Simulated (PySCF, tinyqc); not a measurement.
Worked calculation: RHF in the sto-3g basis, for H2O, spin multiplicity 1. The lowest restricted solution is unstable here: a spin-polarised one lies 0.0001 hartree lower (PySCF). One step of it, computed by the program tinyqc.

Task: Iteration 1: diagonalisation and new density. Diagonalise F' = X^T F X, C = X C', fill 5 alpha and 5 beta electrons from the bottom; D = 2 C_occ C_occ^T. Each column has its largest component positive (the first on a tie).

Fock matrix F (hartree):
```
             1O 1s      1O 2s     1O 2px     1O 2py     1O 2pz      2H 1s      3H 1s
1O 1s   -20.425706  -5.181631  -0.063490   0.073252  -0.215831  -0.527692  -0.547446
1O 2s    -5.181631  -2.408288  -0.011498  -0.091236  -0.065195  -0.539108  -0.527693
1O 2px   -0.063490  -0.011498  -0.383160  -0.028267   0.069710  -0.018331  -0.020736
1O 2py    0.073252  -0.091236  -0.028267  -0.391452  -0.170222  -0.296074   0.213519
1O 2pz   -0.215831  -0.065195   0.069710  -0.170222  -0.062102  -0.118408  -0.212316
2H 1s    -0.527692  -0.539108  -0.018331  -0.296074  -0.118408  -0.290367  -0.088653
3H 1s    -0.547446  -0.527693  -0.020736   0.213519  -0.212316  -0.088653  -0.128057
```

X:
```
            1O 1s      1O 2s    1O 2px     1O 2py     1O 2pz      2H 1s      3H 1s
1O 1s    1.023063  -0.131483  0.000000   0.000000  -0.004547   0.015598   0.015598
1O 2s   -0.131483   1.098647  0.000000   0.000000   0.039842  -0.163691  -0.163691
1O 2px   0.000000   0.000000  1.000000   0.000000   0.000000   0.000000   0.000000
1O 2py   0.000000   0.000000  0.000000   1.047079   0.000000  -0.134289   0.134289
1O 2pz  -0.004547   0.039842  0.000000   0.000000   1.020689  -0.085346  -0.085346
2H 1s    0.015598  -0.163691  0.000000  -0.134289  -0.085346   1.073587  -0.035409
3H 1s    0.015598  -0.163691  0.000000   0.134289  -0.085346  -0.035409   1.073587
```

Give: F' = X^T F X; orbital energies; coefficients C; D after iteration 1.

Result:

F' = X^T F X (hartree):
```
         1       2       3       4       5       6       7
1  -20.054  -2.684  -0.064   0.088  -0.246   0.018   0.021
2   -2.684  -1.441   0.005  -0.110   0.031  -0.221  -0.265
3   -0.064   0.005  -0.383  -0.030   0.074  -0.020  -0.030
4    0.088  -0.110  -0.030  -0.290  -0.193  -0.233   0.231
5   -0.246   0.031   0.074  -0.193  -0.011  -0.078  -0.245
6    0.018  -0.221  -0.020  -0.233  -0.078  -0.114  -0.007
7    0.021  -0.265  -0.030   0.231  -0.245  -0.007   0.079
```

orbital energies (hartree): MO1 -20.437, MO2 -1.182, MO3 -0.523, MO4 -0.398, MO5 -0.194, MO6 0.050, MO7 0.471

coefficients C:
```
           MO1     MO2     MO3     MO4     MO5     MO6     MO7
1O 1s    0.995  -0.252   0.050  -0.004   0.038   0.057   0.068
1O 2s    0.024   0.979  -0.210   0.010  -0.251  -0.325  -0.327
1O 2px   0.003  -0.001   0.057   0.975   0.185  -0.059  -0.090
1O 2py  -0.004   0.148   0.755  -0.021  -0.039  -0.527   0.511
1O 2pz   0.013   0.028   0.234  -0.219   0.678  -0.310  -0.631
2H 1s   -0.007   0.064   0.349   0.027   0.066   1.037  -0.026
3H 1s   -0.008   0.045  -0.201  -0.023   0.614  -0.009   0.887
```

D after iteration 1:
```
         1O 1s   1O 2s  1O 2px  1O 2py  1O 2pz   2H 1s   3H 1s
1O 1s    2.113  -0.487   0.019  -0.009   0.087  -0.007  -0.012
1O 2s   -0.487   2.134  -0.097  -0.009  -0.388  -0.054  -0.136
1O 2px   0.019  -0.097   1.977   0.030  -0.150   0.117   0.159
1O 2py  -0.009  -0.009   0.030   1.188   0.319   0.540  -0.336
1O 2pz   0.087  -0.388  -0.150   0.319   1.127   0.244   0.750
2H 1s   -0.007  -0.054   0.117   0.540   0.244   0.262  -0.055
3H 1s   -0.012  -0.136   0.159  -0.336   0.750  -0.055   0.839
```
